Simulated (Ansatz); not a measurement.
Method: frozen-core CCSD(T)/cc-pVTZ // PBE-D3(BJ)/def2-TZVP in Ansatz (a quantum-chemistry and plane-wave program).

Ansatz 0.2 input:
```yaml
crystal:
  periodic: [false, false, false]
  atoms:
    - { symbol: C, position_ang: [-1.284498, -0.110765, 0.153171] }
    - { symbol: C, position_ang: [0.005615, 0.608323, -0.005241] }
    - { symbol: C, position_ang: [1.274225, -0.13761, -0.207546] }
    - { symbol: H, position_ang: [-1.416176, -0.88381, -0.624812] }
    - { symbol: H, position_ang: [-1.345179, -0.650432, 1.122126] }
    - { symbol: H, position_ang: [-2.147793, 0.567683, 0.111179] }
    - { symbol: H, position_ang: [0.048663, 1.675332, 0.220207] }
    - { symbol: H, position_ang: [1.16824, -0.914262, -0.985857] }
    - { symbol: H, position_ang: [1.592016, -0.677005, 0.710071] }
    - { symbol: H, position_ang: [2.104888, 0.522547, -0.493299] }
basis:
  gaussian: { orbitals: cc-pVTZ }
correlation:
  method: ccsd_t
magnetization:
  spin_polarized: true
  initial_magnetization: 1
```

Output:

```
Functional definition: HF
1046 factors; integrals over basis functions are off by at most 1.2e-3 eV
mean field evaluation 1: about -3199.3650 eV, gradient 2.1e1 eV
mean field evaluation 2: about -3199.3637 eV, gradient 2.1e1 eV
mean field evaluation 4: about -3202.1143 eV, gradient 2.5e0 eV
mean field evaluation 8: about -3202.1851 eV, gradient 1.8e-3 eV
mean field evaluation 16: about -3202.1881 eV, gradient 2.9e-1 eV
mean field -3202.18510596 eV, -117.6781321251 hartree, gradient 3.5e-6 eV, S^2 0.764892; 0 other end points of the search recorded, 0 dependent functions left out
3 core orbitals not correlated
reference -3202.18510596 eV, -117.6781321251 hartree; 10, 9 occupied and 175, 176 virtual orbitals, 1046 factors
second order -13.74497650 eV of doubles, -0.00000000 eV of singles
cycle   1  -14.49402085 eV  change   -7.5e-1 eV  update   7.1e-2
cycle   2  -14.85298436 eV  change   -3.6e-1 eV  update   2.2e-2
cycle   3  -14.90641699 eV  change   -5.3e-2 eV  update   9.5e-3
cycle   4  -14.90459575 eV  change    1.8e-3 eV  update   3.2e-3
cycle   5  -14.90499027 eV  change   -3.9e-4 eV  update   1.3e-3
cycle   6  -14.90501039 eV  change   -2.0e-5 eV  update   4.0e-4
cycle   7  -14.90501961 eV  change   -9.2e-6 eV  update   1.3e-4
cycle   8  -14.90503384 eV  change   -1.4e-5 eV  update   4.8e-5
cycle   9  -14.90502391 eV  change    9.9e-6 eV  update   1.8e-5
perturbative correction -0.53687802 eV, -0.0197299035 hartree
Total energy: -3217.62700790 eV, -118.2456115544 hartree
```

Cost: roughly 10 core-minutes.
